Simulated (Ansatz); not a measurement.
Ansatz (a first-principles code) input for tetrafluoroethylene cation (C2F4), SMILES FC(F)=C(F)F (connectivity only; charge and spin as stated), charge +1, multiplicity 2, PBE0-D3(BJ)/def2-SVP. 

Ansatz 0.2 input:
```yaml
crystal:
  periodic: [false, false, false]
  atoms:
    - {symbol: F, position_ang: [-0.00000000, 1.07951256, -1.38724425]}
    - {symbol: C, position_ang: [0.00000000, 0.00000001, -0.70925618]}
    - {symbol: F, position_ang: [-0.00000000, -1.07951255, -1.38724427]}
    - {symbol: C, position_ang: [-0.00000000, -0.00000001, 0.70925618]}
    - {symbol: F, position_ang: [0.00000000, -1.07951256, 1.38724425]}
    - {symbol: F, position_ang: [0.00000000, 1.07951255, 1.38724427]}
basis:
  gaussian:
    orbitals: def2-SVP
hamiltonian:
  xc: pbe0
  dispersion: d3bj
total_charge: 1
magnetization: {spin_polarized: true, initial_magnetization: 1}
relax: {f_tol: 0.002, max_steps: 200}
```

Program output:

```
WARN ansatz: RAYON_NUM_THREADS=1 ignored (pool sized by the plan → 1); use --threads N
Functional definition: PBE0
integrals: 0.03 GiB planned
903 factors; integrals over basis functions are off by at most 4.2e-4 eV
mean field: 0.48 GiB planned
mean field evaluation 1: about -12903.2669 eV, gradient 3.8e1 eV
mean field evaluation 2: about -12897.5485 eV, gradient 5.8e1 eV
mean field evaluation 4: about -12907.3174 eV, gradient 4.8e-1 eV
mean field evaluation 8: about -12907.3749 eV, gradient 2.1e-2 eV
mean field evaluation 16: about -12907.3749 eV, gradient 2.2e-5 eV
mean field -12907.37489291 eV, -474.3372783817 hartree, gradient 1.4e-5 eV, S^2 0.751499; 0 other end points of the search recorded, 0 dependent functions left out
the calculation of the forces begins
reference -12907.37490261 eV, -474.3372787379 hartree; 24, 23 occupied and 60, 61 virtual orbitals, 903 factors
relax step   1: F+E_penalty+E_count = -12907.44235780 eV  Δ(F+E_penalty+E_count) = +0.000e0 eV  max|allowed force component| = 1.652e0 eV/Å  Δτ_max = 0.0000 Å  (30 SCF iters, accepted)
these checks for a lower state are left out or cut short: starts, cluster_reference, orbital_swaps, neighbouring_geometries, increment
integrals: 0.03 GiB planned
903 factors; integrals over basis functions are off by at most 4.0e-4 eV
mean field: 0.48 GiB planned
mean field -12907.43208897 eV, -474.3393802980 hartree, gradient 7.5e-6 eV, S^2 0.751473; 0 other end points of the search recorded, 0 dependent functions left out
the calculation of the forces begins
reference -12907.43209864 eV, -474.3393806532 hartree; 24, 23 occupied and 60, 61 virtual orbitals, 903 factors
relax step   2: F+E_penalty+E_count = -12907.49981597 eV  Δ(F+E_penalty+E_count) = -5.746e-2 eV  max|allowed force component| = 7.787e-1 eV/Å  Δτ_max = 0.0200 Å  (32 SCF iters, accepted)
these checks for a lower state are left out or cut short: starts, cluster_reference, orbital_swaps, neighbouring_geometries, increment
integrals: 0.03 GiB planned
903 factors; integrals over basis functions are off by at most 3.9e-4 eV
mean field: 0.48 GiB planned
mean field evaluation 32: about -12907.4444 eV, gradient 7.3e-6 eV
mean field -12907.44441368 eV, -474.3398332227 hartree, gradient 7.3e-6 eV, S^2 0.751468; 0 other end points of the search recorded, 0 dependent functions left out
the calculation of the forces begins
reference -12907.44442331 eV, -474.3398335767 hartree; 24, 23 occupied and 60, 61 virtual orbitals, 903 factors
relax step   3: F+E_penalty+E_count = -12907.51230487 eV  Δ(F+E_penalty+E_count) = -1.249e-2 eV  max|allowed force component| = 8.347e-2 eV/Å  Δτ_max = 0.0151 Å  (32 SCF iters, accepted)
these checks for a lower state are left out or cut short: starts, cluster_reference, orbital_swaps, neighbouring_geometries, increment
integrals: 0.03 GiB planned
903 factors; integrals over basis functions are off by at most 4.0e-4 eV
mean field: 0.48 GiB planned
mean field -12907.44491988 eV, -474.3398518253 hartree, gradient 1.6e-5 eV, S^2 0.751476; 0 other end points of the search recorded, 0 dependent functions left out
the calculation of the forces begins
reference -12907.44492950 eV, -474.3398521788 hartree; 24, 23 occupied and 60, 61 virtual orbitals, 903 factors
relax step   4: F+E_penalty+E_count = -12907.51281659 eV  Δ(F+E_penalty+E_count) = -5.117e-4 eV  max|allowed force component| = 1.710e-2 eV/Å  Δτ_max = 0.0038 Å  (26 SCF iters, accepted)
these checks for a lower state are left out or cut short: starts, cluster_reference, orbital_swaps, neighbouring_geometries, increment
integrals: 0.03 GiB planned
903 factors; integrals over basis functions are off by at most 3.9e-4 eV
mean field: 0.48 GiB planned
mean field -12907.44493801 eV, -474.3398524913 hartree, gradient 4.4e-5 eV, S^2 0.751475; 0 other end points of the search recorded, 0 dependent functions left out
the calculation of the forces begins
reference -12907.44494763 eV, -474.3398528449 hartree; 24, 23 occupied and 60, 61 virtual orbitals, 903 factors
relax step   5: F+E_penalty+E_count = -12907.51283567 eV  Δ(F+E_penalty+E_count) = -1.908e-5 eV  max|allowed force component| = 1.459e-4 eV/Å  Δτ_max = 0.0005 Å  (23 SCF iters, accepted)
integrals: 0.03 GiB planned
903 factors; integrals over basis functions are off by at most 3.9e-4 eV
mean field: 0.48 GiB planned
mean field -12907.44493801 eV, -474.3398524913 hartree, gradient 4.4e-5 eV, S^2 0.751475; 1 other end points of the search recorded, 0 dependent functions left out
the calculation of the forces begins
reference -12907.44494763 eV, -474.3398528449 hartree; 24, 23 occupied and 60, 61 virtual orbitals, 903 factors
Total energy: -12907.51284529 eV, -474.3423480379 hartree
Atom 0 at     0.000000     1.080418    -1.350369 Å, force     0.000000    -0.000025    -0.000032 eV/Å
Atom 1 at     0.000000     0.000000    -0.709754 Å, force    -0.000000     0.000000    -0.000146 eV/Å
Atom 2 at    -0.000000    -1.080417    -1.350369 Å, force    -0.000000     0.000025    -0.000032 eV/Å
Atom 3 at     0.000000    -0.000000     0.709754 Å, force    -0.000000    -0.000000     0.000146 eV/Å
Atom 4 at     0.000000    -1.080418     1.350369 Å, force     0.000000     0.000025     0.000032 eV/Å
Atom 5 at    -0.000000     1.080417     1.350369 Å, force    -0.000000    -0.000025     0.000032 eV/Å
Dipole moment:    -0.000000     0.000000     0.000000 e Å
```

The calculation finished and met its thresholds.

Cost: very roughly 16 core-seconds.
